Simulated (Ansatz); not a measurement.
Ideal-gas functions of H₂MgS, SMILES `[MgH][SH]` at 500 K and 1 bar, from an Ansatz frequency run at PBE0-D4/def2-TZVP.

Molar mass 58.39 g/mol, point group Cs (symmetry number 1), electronic degeneracy 1, moments of inertia 1.76, 83.032, 84.792 u Å². Harmonic wavenumbers (cm⁻¹, unscaled): 290, 316, 434, 528, 1649, 2699.

Use S(trans) = R[1.5 ln M + 2.5 ln T − 1.1517]; rotational temperatures θ = 24.2544 K / I; S(rot) = R[ln(√π/σ · √(T³/θAθBθC)) + 1.5]; for each mode x = 1.438777 ν̃/T, S = R[x/(eˣ − 1) − ln(1 − e⁻ˣ)] and H = RT x/(eˣ − 1); 1 cm⁻¹ = 0.0119627 kJ/mol; R = 8.31446 J/(mol·K).

Task: By hand: the entropy, in J/(mol·K).

Result: Translation 170.3. Rotation: θ = 13.7809, 0.2921, 0.286 K, giving 94.2. Vibration, mode by mode: 10.06, 9.39, 6.99, 5.59, 0.42, 0.03, in all 32.5. Electronic 0.0. Sum 297.0 J/(mol·K).

Task: By hand: H − E and G − E in kJ/mol, counted from the electronic energy.

Result: Zero-point energy ½ × 5916 × 0.0119627 = 35.4; thermal vibration 9.3; translation, rotation and pV give 4 RT = 16.6. H − E = 61.3 kJ/mol, and G − E = 61.3 − 500 × 297.0/1000 = -87.2 kJ/mol.

Vibration gives 11 % of the entropy.
